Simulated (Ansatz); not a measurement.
# C5H10O: the cost of one run

Program: Ansatz 0.2.0. Level of theory: the levels named in each step. These are calculated values, not measurements.

## Step 1: Starting point

Bond lengths (14 of 15 bonds, heavy atoms first): C1–C2 1.532 Å, C2–C3 1.527 Å, C2–C4 1.535 Å, C2–C5 1.512 Å, C5–O6 1.197 Å, C1–H7 1.087 Å, C1–H8 1.088 Å, C1–H9 1.088 Å, C3–H10 1.088 Å, C3–H11 1.087 Å, C3–H12 1.086 Å, C4–H13 1.087 Å, C4–H14 1.088 Å, C4–H15 1.088 Å. Angles (14 of 27 angles, heavy atoms first): C1–C2–C3 110.7°, C1–C2–C4 109.8°, C1–C2–C5 107.6°, C3–C2–C4 110.7°, C3–C2–C5 110.4°, C4–C2–C5 107.5°, C2–C5–O6 126.2°, C2–C1–H7 109.9°, C2–C1–H8 110.9°, C2–C1–H9 110.5°, C2–C3–H10 110.3°, C2–C3–H11 110.5°, C2–C3–H12 110.3°, C2–C4–H13 109.8°.

Coordinates:

```xyz
16

C     1.2717   -1.1612    0.3671
C     0.0006   -0.4074   -0.0360
C    -1.0374   -0.4610    1.0822
C    -0.5675   -1.0024   -1.3318
C     0.3907    1.0244   -0.3266
O    -0.0392    1.9995    0.2195
H     1.0347   -2.2028    0.5708
H     2.0124   -1.1252   -0.4291
H     1.7057   -0.7247    1.2638
H    -1.9277    0.0962    0.7970
H    -1.3254   -1.4895    1.2850
H    -0.6380   -0.0152    1.9882
H    -0.8487   -2.0402   -1.1689
H     0.1708   -0.9661   -2.1301
H    -1.4498   -0.4521   -1.6509
H     1.1488    1.1099   -1.1329
```

## Step 2: A rough first relaxation, PBE-D4/def2-SVP

This run stands in another session on the same molecule. It ended at:

```xyz
16

C     1.2774   -1.1670    0.3706
C    -0.0072   -0.4109   -0.0304
C    -1.0482   -0.4444    1.0922
C    -0.5712   -1.0066   -1.3382
C     0.3978    1.0318   -0.3347
O    -0.0358    2.0211    0.2170
H     1.0529   -2.2420    0.5279
H     2.0549   -1.0981   -0.4189
H     1.7059   -0.7657    1.3115
H    -1.9545    0.1276    0.8113
H    -1.3478   -1.4884    1.3157
H    -0.6479    0.0110    2.0196
H    -0.8090   -2.0809   -1.1954
H     0.1605   -0.9320   -2.1697
H    -1.5009   -0.4887   -1.6503
H     1.1752    1.1151   -1.1610
```

## Step 3: Relaxation, r2SCAN-D4/def2-TZVP

input.yaml

```yaml
crystal:
  periodic: [false, false, false]
  atoms:
    - { symbol: C, position_ang: [1.27738075, -1.16696606, 0.37056924] }
    - { symbol: C, position_ang: [-0.00715354, -0.41087347, -0.03043056] }
    - { symbol: C, position_ang: [-1.04820997, -0.44435228, 1.09223105] }
    - { symbol: C, position_ang: [-0.5712361, -1.00660704, -1.33816098] }
    - { symbol: C, position_ang: [0.39778407, 1.03178148, -0.33471254] }
    - { symbol: O, position_ang: [-0.0357916, 2.02109386, 0.21703836] }
    - { symbol: H, position_ang: [1.05285343, -2.24204145, 0.52787867] }
    - { symbol: H, position_ang: [2.05489219, -1.09809764, -0.41885471] }
    - { symbol: H, position_ang: [1.70591425, -0.76568313, 1.3115268] }
    - { symbol: H, position_ang: [-1.95448316, 0.12764298, 0.81131272] }
    - { symbol: H, position_ang: [-1.34783503, -1.4883642, 1.3156823] }
    - { symbol: H, position_ang: [-0.64791735, 0.01096082, 2.01956918] }
    - { symbol: H, position_ang: [-0.80903701, -2.08085969, -1.19539625] }
    - { symbol: H, position_ang: [0.16047434, -0.93204851, -2.16971304] }
    - { symbol: H, position_ang: [-1.50093409, -0.48869259, -1.65030964] }
    - { symbol: H, position_ang: [1.17517881, 1.11509693, -1.16101061] }
basis:
  gaussian: { orbitals: def2-TZVP }
hamiltonian:
  xc: r2scan
  dispersion: d4
relax:
  f_tol: 0.004
  max_steps: 150
```

Launch:

```sh
> ansatz run input.yaml --threads 4 --pin off --max-ram 10240MiB --backend cpu --events-out ev --progress --plain --runs-dir out
```

Q: Estimate wall time and peak memory on 4 threads of Arm Neoverse V2, shared host.

About 35 s, with a peak of 0.36 GiB.
